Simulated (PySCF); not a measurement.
CH₃Cl, SMILES CCl (connectivity only; charge and spin as stated), charge +1, multiplicity 2.

Coordinates come from a PBE-D3(BJ)/def2-TZVP optimisation. A frequency run showed that this geometry is not a minimum. The multiplicity is an assumed one; other spin states were not compared.

Computed with PBE-D3(BJ)/def2-TZVP run with PySCF.

Frequencies are harmonic and unscaled.

| mode | ν (cm⁻¹) | IR (km/mol) | moving atoms (share of kinetic energy) |
|---|---|---|---|
| 1 | 399i | 207.4 | H 83 %, C 17 % |
| 2 | 722 | 6.7 | C 48 %, H 31 %, Cl 21 % |
| 3 | 766 | 3.1 | H 60 %, C 32 %, Cl 8 % |
| 4 | 1089 | 14.8 | H 95 % |
| 5 | 1139 | 147.4 | H 92 % |
| 6 | 1359 | 10.1 | H 91 %, C 9 % |
| 7 | 2656 | 243.7 | H 94 % |
| 8 | 2954 | 46.3 | H 96 % |
| 9 | 2982 | 108.9 | H 92 %, C 8 % |
